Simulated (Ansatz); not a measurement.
`C=C/C(F)=C\F` and `CC/C(F)=C\F` differ in one atom or group.

Ansatz, PBE0-D4/def2-TZVP geometries, multiplicity 1. Each molecule was computed in one conformer, which needn't be the lowest.

```
                                          property  `C=C/C(F)=C\F`
           HOMO–LUMO gap (ωB97M-V/def2-TZVPP) / eV            9.90
               HOMO–LUMO gap (PBE/def2-TZVPP) / eV            3.72
size of the dipole moment (ωB97M-V/def2-TZVPP) / D            0.35
                LUMO energy (PBE0/def2-TZVPP) / eV           -1.15
               LUMO energy (B3LYP/def2-TZVPP) / eV           -1.38
                 HOMO energy (PBE/def2-TZVPP) / eV           -5.76
```

Question: Give the same properties after the change, and the shifts. (Best estimate.)

Answer: Computed: 
| property | `CC/C(F)=C\F` | shift |
| --- | --- | --- |
| HOMO–LUMO gap (ωB97M-V/def2-TZVPP) / eV | 11.82 | 1.92 |
| HOMO–LUMO gap (PBE/def2-TZVPP) / eV | 5.29 | 1.57 |
| size of the dipole moment (ωB97M-V/def2-TZVPP) / D | 0.76 | 0.41 |
| LUMO energy (PBE0/def2-TZVPP) / eV | 0.49 | 1.64 |
| LUMO energy (B3LYP/def2-TZVPP) / eV | 0.20 | 1.58 |
| HOMO energy (PBE/def2-TZVPP) / eV | -5.79 | -0.03 |

With PBE0 the HOMO falls by 0.23 eV and the LUMO rises by 1.64 eV, so the gap widens by about 1.87 eV. PBE moves the HOMO by -0.03 eV and ωB97M-V by -0.40 eV. The zero-point energy changes by 61.1 kJ/mol with +6 modes. Dipoles are sizes alone; their direction can turn.

B3LYP here is the variant with VWN-RPA as its local correlation; programs differ in this.
